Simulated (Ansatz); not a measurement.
Cost and result for the atomization energy of H5OPSi, SMILES `[SiH3]OP` (8 atoms, 7 bonds).

Cartesian coordinates in Å:
```
Si -0.661 0.262 -1.088
O -0.225 0.090 0.493
P 1.114 -0.632 1.118
H 0.042 1.422 -1.695
H -2.123 0.500 -1.101
H -0.326 -0.967 -1.853
H 0.522 -1.156 2.302
H 1.656 0.481 1.825
```

Total charge 0; spin multiplicity 1. The geometry is a stationary point of PBE0-D4/def2-TZVP. It is one conformer, not always the lowest. Program: Ansatz. All runs use 2 threads of an AMD EPYC 7B13 on a shared host. Times are those of one run each, without the atoms' runs, and a repeat can differ threefold. Electronic energies, without spin–orbit coupling; frozen cores. CCSD(T)/CBS adds CCSD(T) − MP2 in def2-TZVPP to the MP2 limit, and its time is that of the two runs behind it. T1 = 0.012. HSE06 is the plane-wave form, built on full-range PBE exchange.

CCSD(T)/CBS is a level of theory with its own doubt, some kJ/mol a heavy atom from the limit and from the frozen cores, so smaller differences don't rank the functionals.

| level | functions | wall time | atomization (kJ/mol) | difference from CCSD(T)/CBS | per bond |
| --- | --- | --- | --- | --- | --- |
| CCSD(T)/def2-SVP | 75 | 1.3 s | 2230.6 | -231.8 | -33.1 |
| revPBE-D4/def2-TZVPP | 185 | 1.5 s | 2394.2 | -68.2 | -9.7 |
| PBE-D4/def2-TZVPP (with forces) | 185 | 1.8 s | 2440.9 | -21.5 | -3.1 |
| HSE06-D4/def2-TZVPP | 185 | 2.2 s | 2410.5 | -51.9 | -7.4 |
| CAM-B3LYP-D4/def2-TZVPP | 185 | 2.4 s | 2477.0 | 14.6 | 2.1 |
| r2SCAN-D4/def2-TZVPP (with forces) | 185 | 3.4 s | 2443.5 | -18.9 | -2.7 |
| B2PLYP/def2-TZVPP | 185 | 3.6 s | 2426.7 | -35.7 | -5.1 |
| PBE-QIDH/def2-TZVPP | 185 | 3.7 s | 2400.8 | -61.6 | -8.8 |
| B97M-V/def2-TZVPP | 185 | 6.5 s | 2471.0 | 8.6 | 1.2 |
| ωB97M-V/def2-TZVPP (with forces) | 185 | 7 s | 2475.5 | 13.1 | 1.9 |
| MP2/def2-QZVPP | 347 | 11 s | 2430.5 | -31.9 | -4.6 |
| CCSD(T)/def2-TZVPP | 185 | 24 s | 2383.1 | -79.3 | -11.3 |
| CCSD(T)/CBS(def2) | – | 35 s | 2462.4 | 0.0 | 0.0 |

Leaving LDA and LC-ωPBE aside and taking each functional with its dispersion term where it has one, the values, not all of them listed here, spread over 92.4 kJ/mol, from revPBE-D4 to ωB97X-V. LDA lies +337.9 kJ/mol from PBE without D4, its usual overbinding. At CCSD(T), def2-SVP lies −231.7 kJ/mol from the extrapolated value and def2-TZVPP −79.3 kJ/mol: correlation converges slowly with the basis, and small sets miss more of it in the bonded molecule than in its fragments. From r2SCAN to r2SCAN0 (25 % exact exchange), in def2-TZVPP and without D4, the atomization energy moves by −35.7 kJ/mol: exact exchange takes away binding that semilocal exchange gives to molecules.
